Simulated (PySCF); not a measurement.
# Gas-phase thermal properties of AlCl2

Method: PySCF energies (xtb for GFN2) plus ideal-gas RRHO corrections (1 bar). Table values come from the NASA 1993 polynomials. 6-31G* has spherical d functions here. Open shells (unrestricted): AlCl2 (multiplicity 2). GFN2 has no spin-polarisation term. B3LYP is the form with VWN-RPA correlation. The harmonic model lacks anharmonicity and excited electronic states, which grow with temperature; levels with a mode under 35 cm⁻¹ are left out. The table's entry may be an old estimate for AlCl2 (not checked at source).

```json
[
 {"level": "table", "point group": "-", "σ": "-", "ZPE (kJ/mol)": "-", "S°298 (J/mol/K)": "289.4", "Cp298 (J/mol/K)": "51.6", "S°1000 (J/mol/K)": "356.5", "H1000 − H298 (kJ/mol)": "39.3"},
 {"level": "B3LYP/6-31G*", "point group": "C2v", "σ": "2", "ZPE (kJ/mol)": "6.8", "S°298 (J/mol/K)": "290.6", "Cp298 (J/mol/K)": "51.7", "S°1000 (J/mol/K)": "357.7", "H1000 − H298 (kJ/mol)": "39.3"},
 {"level": "GFN2-xTB", "point group": "C2v", "σ": "2", "ZPE (kJ/mol)": "6.8", "S°298 (J/mol/K)": "292.1", "Cp298 (J/mol/K)": "51.5", "S°1000 (J/mol/K)": "359.1", "H1000 − H298 (kJ/mol)": "39.2"},
 {"level": "HF/6-31G*", "point group": "C2v", "σ": "2", "ZPE (kJ/mol)": "7.3", "S°298 (J/mol/K)": "288.8", "Cp298 (J/mol/K)": "51.0", "S°1000 (J/mol/K)": "355.5", "H1000 − H298 (kJ/mol)": "39.1"},
 {"level": "PBE/def2-SVP", "point group": "C2v", "σ": "2", "ZPE (kJ/mol)": "6.9", "S°298 (J/mol/K)": "290.6", "Cp298 (J/mol/K)": "51.6", "S°1000 (J/mol/K)": "357.7", "H1000 − H298 (kJ/mol)": "39.3"},
 {"level": "PBE0/def2-TZVP", "point group": "C2v", "σ": "2", "ZPE (kJ/mol)": "7.0", "S°298 (J/mol/K)": "289.9", "Cp298 (J/mol/K)": "51.4", "S°1000 (J/mol/K)": "356.8", "H1000 − H298 (kJ/mol)": "39.2"}
]
```
σ: rotational symmetry number. Electronic degeneracy used: 2. Frequencies are unscaled.
